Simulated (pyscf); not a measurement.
Four-centre exchange: `[OH][SiH2][F]` + `[H][H]` → `[OH][SiH2][F]` + `[H][H]`

Gas phase, singlet surface, charge 0. Bonds broken: Si2–H7, H5–H8. Bonds formed: Si2–H5, H7–H8. Structures and frequencies: ωB97X-D3(BJ)/def2-SVP in PySCF.

Transition state (Å):

```xyz
8

O      0.0958     0.5660    -0.9104
Si     0.0931    -0.1654     0.5662
F      0.0458     0.6592     1.9631
H     -0.7192     1.0179    -1.1603
H     -0.4405    -1.8061     0.7221
H      1.4680    -0.7164     0.5965
H     -1.6246    -0.1038     0.5753
H     -1.2150    -1.1436     0.6759
```

One imaginary mode, 1587i cm⁻¹; descent along it reached the two sides named.

| bond | change | reactant side (Å) | saddle | product side |
|---|---|---|---|---|
| Si2–H7 | breaks | 1.486 | 1.719 | 3.1 |
| H5–H8 | breaks | 0.761 | 1.020 | 3.4 |
| Si2–H5 | forms | 3.5 | 1.732 | 1.486 |
| H7–H8 | forms | 3.2 | 1.122 | 0.760 |

Electronic energies relative to the separated reactants (kcal/mol):

```tsv
level	barrier	reaction energy	reverse barrier
ωB97X-D3(BJ)/def2-TZVP	61.5	0.0	61.5
PBE/def2-TZVP	52.9	0.0	52.9
r²SCAN/def2-TZVP	55.4	0.0	55.4
B3LYP-D3(BJ)/def2-TZVP	60.3	0.0	60.3
PBE0-D3(BJ)/def2-TZVP	55.9	0.0	55.9
M06-2X/def2-TZVP	64.2	0.0	64.2
ωB97M-D3(BJ)/def2-TZVP	60.7	0.0	60.7
HF/def2-TZVP	78.4	0.0	78.4
```

With ωB97M-D3(BJ)/def2-TZVP energies and thermal terms (ideal gas, 1 atm, RRHO with modes under 100 cm⁻¹ raised to 100, one conformer, R ln 2 for chiral ones without a mode under 150 cm⁻¹), in kcal/mol:

```tsv
T (K)	ΔH‡	ΔG‡	ΔH	ΔG
298	61.7	70.4	0.0	0.0
600	60.6	79.8	0.0	0.0
900	60.3	89.5	0.0	0.0
1200	60.4	99.3	0.0	0.0
```

At the saddle there is also a short H–Si contact that neither side keeps. The same reactants have a lower exit, to F–SiH₃ + H₂O (barrier +51.2 kcal/mol at ωB97M-D3(BJ)/def2-TZVP, against +60.7 kcal/mol here). One saddle was located; it need not be the lowest between these sides.
